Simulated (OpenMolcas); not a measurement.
NOF (nitrosyl fluoride): the vertical ionisation energy from total energies

The species is NOF (3 atoms), meant as a singlet with charge 0. As SMILES, `O=NF`. Geometry: relaxed at GFN2-xTB.

```xyz
3

O     0.8812    0.2431    0.5119
N     0.1473   -0.4816    0.0291
F    -1.0285    0.2386   -0.5410
```

Both states at this one shape; open shells run unrestricted unless said. 1 Eh = 27.2114 eV.

```
        level     program  singlet NOF (Eh)  doublet NOF+ (Eh)  HOMO of the first (eV)
    HF/STO-3G  OpenMolcas       -225.502022        -225.183522                   -9.70
 SVWN5/STO-3G  OpenMolcas       -224.881008        -224.523941                   -3.29
   PBE/STO-3G  OpenMolcas       -226.289161        -225.933988                   -3.35
M06-2X/STO-3G  OpenMolcas       -226.487979        -226.117816                   -6.93
```

Problem. Work out the vertical ionisation energy at each level.

Solution. 
1. HF/STO-3G: -225.183522 − (-225.502022) = 0.318500 Eh = 8.67 eV; −ε(HOMO) = 9.70 eV.
2. SVWN5/STO-3G: -224.523941 − (-224.881008) = 0.357067 Eh = 9.72 eV; −ε(HOMO) = 3.29 eV.
3. PBE/STO-3G: -225.933988 − (-226.289161) = 0.355173 Eh = 9.66 eV; −ε(HOMO) = 3.35 eV.
4. M06-2X/STO-3G: -226.117816 − (-226.487979) = 0.370163 Eh = 10.07 eV; −ε(HOMO) = 6.93 eV.

No measured value is set beside it here; the levels span 8.67 to 10.07 eV. In Hartree–Fock, −ε(HOMO) (Koopmans) exceeds the difference of totals by the orbital relaxation of the ion. In semi-local functionals −ε(HOMO) lies far under the ionisation energy, a result of self-interaction, while the difference of totals does much better. Hartree–Fock favours the state with fewer electron pairs, since it lacks pair correlation. Minimal sets are far from the basis-set limit. The second state is spin-contaminated at HF/STO-3G (⟨S²⟩ = 1.08).
